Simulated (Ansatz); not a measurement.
Process, species as SMILES: OCl (OH-Cl) → [OH] (OH) + Cl atom
B3LYP-D3(BJ)/def2-TZVP geometries, fixed; electronic energies without zero-point terms.

The bond dissociation energy at CCSD(T) with Ansatz (a quantum-chemistry and plane-wave program), in kcal/mol, split into its Hartree-Fock and correlation parts. Cores are frozen. Open shells are unrestricted. No added dispersion term, no relativity. Functions are those of the species that has most.

```json
[
 {"basis": "cc-pV(D+d)Z", "X": "2", "functions": "42", "Hartree-Fock": "6.52", "CCSD(T)": "45.71"},
 {"basis": "cc-pV(T+d)Z", "X": "3", "functions": "83", "Hartree-Fock": "10.08", "CCSD(T)": "54.23"},
 {"basis": "cc-pV(Q+d)Z", "X": "4", "functions": "149", "Hartree-Fock": "10.18", "CCSD(T)": "56.78"},
 {"basis": "cc-pV(5+d)Z", "X": "5", "functions": "246", "Hartree-Fock": "10.21", "CCSD(T)": "57.83"}
]
```

Worked estimate of the basis-set limit from each neighbouring pair, with Hartree-Fock from the larger set and the correlation part extrapolated as X^-3.
Correlation parts: X = 2: 39.19, X = 3: 44.15, X = 4: 46.60, X = 5: 47.62.
- (2,3): (27·(44.15) - 8·(39.19))/19 = 46.24; with Hartree-Fock 10.08 the estimate is 56.32 kcal/mol.
- (3,4): (64·(46.60) - 27·(44.15))/37 = 48.39; with Hartree-Fock 10.18 the estimate is 58.57 kcal/mol.
- (4,5): (125·(47.62) - 64·(46.60))/61 = 48.69; with Hartree-Fock 10.21 the estimate is 58.90 kcal/mol.
The last two estimates differ by 0.33 kcal/mol; the largest set lies 1.07 from the last. Over the last step Hartree-Fock moves by 0.03 and the correlation part by 1.02.
